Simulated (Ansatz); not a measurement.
Isomers of C2H2F2, relaxed with PBE0-D4/def2-TZVP in Ansatz; electronic energies, one conformer each and not always the lowest. Functionals use def2-TZVPP; CBS adds triple-zeta CCSD(T) − MP2 to the MP2 limit of def2-TZVPP and def2-QZVPP.

(1) Order them by energy at frozen-core CCSD(T)/CBS, lowest first. (Best estimate.)
A. `C=C(F)F`
B. `F/C=C/F`
C. `F/C=C\F`

(2) How do B3LYP, ωB97M-V, r2SCAN-D4, PBE-D4 place them (kcal/mol, against `C=C(F)F`)? (An estimate is asked.)

Answers

(1) A (0.0 kcal/mol), C (9.3 kcal/mol), B (10.3 kcal/mol).

(2) Ansatz gave: 
| isomer | B3LYP | ωB97M-V | r2SCAN-D4 | PBE-D4 |
| --- | --- | --- | --- | --- |
| `F/C=C\F` | 9.3 | 10.4 | 11.0 | 9.9 |
| `F/C=C/F` | 10.0 | 11.1 | 12.1 | 10.7 |

B3LYP here is the variant with VWN-RPA as its local correlation; programs differ in this.
